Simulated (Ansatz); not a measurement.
**Si₂H₇ (doublet): the correlation ladder at distance Si1–H5 along a hydrogen transfer = 1.485 Å, cc-pVDZ**

The task here is to estimate one member of a computed series from the others.

Program: Ansatz 0.2.0, Gaussian basis. Level of theory: cc-pVDZ, core rule «outside noble gas», up to 10 orbitals frozen. These are calculated values, not measurements.

Plan: UHF; CCSD(T) on ROHF; CCSD(T) on UHF; BCCD(T) on ROHF; CISD; CCSDT(Q) on ROHF; CCSDT(Q) on UHF; CASSCF and MRCISD+Q, 3 electrons in 3 orbitals; CASSCF and NEVPT2, 3 electrons in 3 orbitals; CASSCF and MRCISD+Q, 9 electrons in 9 orbitals; CASSCF and NEVPT2, 9 electrons in 9 orbitals.

## The geometry

The geometry derives from fragments relaxed apart (PBE0/def2-TZVP) and kept rigid, so it is no stationary point. A hydrogen atom is moved between rigid fragments.

9 atoms, charge 0, spin multiplicity 2.

Atoms are counted from 1 here; the program's logs count them from 0.

Bond lengths: Si1–H2 1.485 Å, Si1–H3 1.485 Å, Si1–H4 1.485 Å, Si1–H5 1.485 Å, Si6–H7 1.486 Å, Si6–H8 1.486 Å, Si6–H9 1.486 Å. Angles: H2–Si1–H3 109.5°, H2–Si1–H4 109.5°, H2–Si1–H5 109.5°, H3–Si1–H4 109.5°, H3–Si1–H5 109.5°, H4–Si1–H5 109.5°, H7–Si6–H8 111.3°, H7–Si6–H9 111.3°, H8–Si6–H9 111.3°.

As a file:

```
Si   -1.6428    0.0000    0.0000
H    -2.1376    1.3997    0.0000
H    -2.1376   -0.6999    1.2122
H    -2.1376   -0.6999   -1.2122
H    -0.1581    0.0000    0.0000
Si    1.6522    0.0000    0.0000
H     2.1022   -1.4163    0.0000
H     2.1022    0.7081   -1.2265
H     2.1022    0.7081    1.2265
```

Set-up of the first run:

The input, in.yaml:

```yaml
crystal:
  periodic: [false, false, false]
  atoms:
    - {symbol: Si, position_ang: [-1.642756, 0.000000, 0.000000]}
    - {symbol: H, position_ang: [-2.137628, 1.399708, 0.000000]}
    - {symbol: H, position_ang: [-2.137627, -0.699854, 1.212183]}
    - {symbol: H, position_ang: [-2.137628, -0.699854, -1.212182]}
    - {symbol: H, position_ang: [-0.158141, 0.000000, 0.000000]}
    - {symbol: Si, position_ang: [1.652244, 0.000000, 0.000000]}
    - {symbol: H, position_ang: [2.102218, -1.416253, 0.000000]}
    - {symbol: H, position_ang: [2.102217, 0.708127, -1.226512]}
    - {symbol: H, position_ang: [2.102218, 0.708127, 1.226511]}
basis:
  gaussian: {orbitals: cc-pVDZ}
magnetization: {spin_polarized: true, initial_magnetization: 1}
hamiltonian: {xc: hf}
output: {orbitals: {seedname: orbitals}}
```

Run with:

```sh
> ansatz run in.yaml --threads 1 --pin off --events-out ev --progress --plain --max-ram 2816MiB --backend cpu
```

Among the steps run: UHF; CCSD(T) on ROHF; CCSD(T) on UHF; BCCD(T) on ROHF; CISD; CCSDT(Q) on ROHF; CCSDT(Q) on UHF; CASSCF and MRCISD+Q, 3 electrons in 3 orbitals; CASSCF and NEVPT2, 3 electrons in 3 orbitals; CASSCF and MRCISD+Q, 9 electrons in 9 orbitals; CASSCF and NEVPT2, 9 electrons in 9 orbitals.

One of the session's tables, all rows but one given; the rest of the session is left out.

```
           method  from UCCSDT(Q) (meV)
             ROHF               +7956.9
              UHF               +7855.5
             RMP2               +1748.8
             UMP2               +1760.1
             CISD                     ?
            RCCSD                +205.3
            UCCSD                +203.6
         RCCSD(T)                 +41.2
         UCCSD(T)                 +41.7
          BCCD(T)                 +41.0
           RCCSDT                  +5.4
           UCCSDT                  +5.1
        RCCSDT(Q)                  +0.4
        UCCSDT(Q)                     0
  CASSCF frontier               +6378.4
  NEVPT2 frontier               +1709.8
  MRCISD frontier                +682.9
MRCISD+Q frontier                 +72.0
```

Q: Estimate the row for CISD from the others.

**Answer.** from UCCSDT(Q) (meV): +1006.3. In the column «from UCCSDT(Q) (meV)» it lies between MRCISD frontier (+682.9) and NEVPT2 frontier (+1709.8).

Limits of these values: Left out of the table: CASSCF pair, NEVPT2 pair, MRCISD pair, MRCISD+Q pair (the active space lost an orbital or holds another state than full CI finds). Restricted and unrestricted rows rest on different reference determinants; where their highest levels disagree by more than a few hundredths of an eV, they describe different states and don't form one ladder. Warnings in the runs' records: passed over end.
